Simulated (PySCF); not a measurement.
Cyclo-(PH)4.
Cartesian coordinates in Å at the PBE0-D3(BJ)/def2-SVP level; atoms count from 1:
```
atom  x, y, z in Å
P1    -0.391   -1.006   -1.234
P2    -0.541   -1.250    1.014
P3     1.369   -0.037    0.901
P4     0.279    1.081   -0.721
H5    -1.771   -0.727   -1.485
H6    -1.394   -0.108    1.198
H7     1.094    0.849    1.989
H8     1.355    1.199   -1.662
```

NICS is the negative of the GIAO shielding at a point without a nucleus: at the ring centre (0) and 1 Å above and below it (1); zz is the component along the ring normal. Level: GIAO B3LYP/pcSseg-1 (PySCF, non-relativistic, gas phase) on the PBE0-D3(BJ)/def2-SVP geometry, one conformer.

Ring bond lengths (Å): P1–P2 2.266, P2–P3 2.265, P3–P4 2.251, P4–P1 2.250.

**Question.** Give the NICS values of each ring in ppm.

**Answer.** 
```tsv
ring	type	NICS(0)	NICS(1), two faces	NICS(1)zz, two faces	rms pucker (Å)	centre to ring atoms, mean (Å)
P1–P2–P3–P4	4-membered ring with 4 P	-3.4	-3.1 / -2.8	6.9 / 9.0	0.41	1.54
```

**Question.** What do they say, and how far can they be read as aromaticity?

**Answer.** 
- P1–P2–P3–P4: mean NICS(1)zz 8.0 ppm, deshielded. A hydrogen on P2, outside the ring, lies 1.22 Å from a NICS(1) probe. The ring is puckered (0.41 Å rms).

**Question.** List the ring angles.

**Answer.** 
- P1–P2–P3–P4: P1 83.9°, P2 80.6°, P3 83.9°, P4 81.2°; sum 329.6° against 360° for a flat convex ring.

**Question.** What are the shieldings of the ring atoms and their hydrogens in the same run (means over atoms taken as equivalent)?

**Answer.** 
```
  atoms                     environment  σ isotropic (ppm)  principal values of the symmetric part, first atom (ppm)
P1 (×4)  phosphorus bonded to 2 P and H              442.4                                       379.6, 497.0, 521.6
H5 (×4)          hydrogen on phosphorus              27.48                                          24.1, 24.4, 35.2
```

**Question.** How do the values depend on the level or the medium?

**Answer.** 
```csv
level,"NICS(0), P1–P2–P3–P4","mean NICS(1)zz, P1–P2–P3–P4"
"B3LYP/pcSseg-1, gas",-3.4,8.0
"PBE0/pcSseg-1, gas",-3.9,7.8
```

The geometry is the same throughout.

On one thread of an x86-64 server, no GPU (shared host), this took 8.3 s. This is the whole shielding run at B3LYP/pcSseg-1, SCF included.
